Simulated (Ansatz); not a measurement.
**Cu (model structure, started from the omega type, P6/mmm, No. 191, 3 atoms in the cell): properties by level of theory**

```json
[
 {"level (code)": "PBE (Ansatz)", "lattice constant a (Å)": "4.127", "lattice parameter c (Å)": "2.476"},
 {"level (code)": "PBEsol (Ansatz)", "lattice constant a (Å)": "4.051", "lattice parameter c (Å)": "2.431"},
 {"level (code)": "PBE-D3(BJ) (Ansatz)", "lattice constant a (Å)": "4.051", "lattice parameter c (Å)": "2.430"}
]
```

Ansatz's density-functional and Hartree–Fock values are scalar-relativistic unless marked +SOC, with PAW data made under PBE.

A model structure was made by putting elements into a prototype or built by hand; it is no filed structure, need not be a known phase, and can be a saddle point held by its symmetry.

Ansatz is a first-principles code.
